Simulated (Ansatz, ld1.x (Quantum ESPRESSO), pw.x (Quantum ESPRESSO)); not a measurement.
**Ta: one change to the RRKJ potential, in the atom and in the bcc crystal**

* Element: Ta (Z = 73)
* Generator: ld1.x (Quantum ESPRESSO) 7.5
* Type: norm-conserving RRKJ (Kleinman–Bylander form)
* Functional: LDA (PW92)
* Relativity: scalar-relativistic
* Frozen core: [Xe] 4f14
* Valence charge: 5
* Reference configuration: 5d3 6s2 6p0
* Partial waves: 6p (bound, empty): rc 2.85 bohr; 5d (bound): rc 2.85 bohr; 6s (bound): rc 2.65 bohr
* Local potential: the s channel
* Core correction: none

Change: wave 6s (bound): rc 2.65 bohr becomes 6s (bound): rc 3.36 bohr.

Cutoffs, loose and tight: the cutoffs (Ry, on a coarse ladder) from which the occupation-weighted sum of valence levels, in a spherical-Bessel basis at the reference potential, stays within 10 and 1 mRy of its value at 400 Ry. They do not see the model core or the augmentation charge, which bear on the density cutoff. Test errors are all-electron minus pseudo excitation energies from the reference, over the configurations 5d3 6s1 6p0; 5d3 6s0 6p0; 5d2 6s0 6p0; 5d2 6s2 6p0; 5d4 6s0 6p0; 5d3 6s0 6p2; 5d3.5 6s1.5 6p0 (two spin-polarised tests are not counted in the largest error); variants that change the core or the reference have their own tests.

Crystal test: bcc Ta in pw.x 7.5, no spin, 14³ k-points, Fermi–Dirac smearing 0.01 Ry, cutoffs set for each file from its atomic test. The reference is all-electron LAPW (Ansatz 0.2.0) with the same functional, mesh and smearing; V0 and B0 come from Birch–Murnaghan fits to the pressures at five volumes. Errors are pseudo minus all-electron; Δ is the rms difference of the E(V) curves that follow from these fits, minima aligned, over ±6 % about the mean V0. Mesh and smearing are coarse, so the numbers serve the comparison and aren't converged zero-temperature values; the lattice is a test structure that the element need not adopt.

All-electron: a0 = 3.255 Å (V0 = 17.24 Å³/atom), B0 = 217.7 GPa.

Q: Does the change bring the crystal closer to the all-electron result?

A: The mean pressure error goes from -1.65 to -8.61 GPa, so the change moves the solid further from the all-electron pressures. The B0 error goes the other way, from -4.1 to -2.8 %.

| quantity | base | changed |
| --- | --- | --- |
| outcome (atom) | generated | generated |
| cutoff, loose (atom) | 18 Ry | 18 Ry |
| cutoff, tight (atom) | 21 Ry | 21 Ry |
| bound ghosts (atom) | none | none |
| largest test error (meV) (atom) | +121 | +70 |
| cutoffs in pw.x (Ry) | 35/140 | 35/140 |
| a0 (Å) | 3.247 | 3.209 |
| a0 error (%) | -0.24 | -1.39 |
| B0 error (%) | -4.1 | -2.8 |
| Δ (meV/atom) | 6.1 | 33.6 |
| mean pressure error (GPa) | -1.65 | -8.61 |

Base: The largest radius (2.85 bohr) exceeds half the bond length (2.66 bohr), so the spheres overlap, which is one possible source of error among others. Changed file: The largest radius (3.36 bohr) exceeds half the bond length (2.66 bohr), so the spheres overlap, which is one possible source of error among others. This is a poor potential for the solid. The atomic cutoffs weigh occupied waves only.
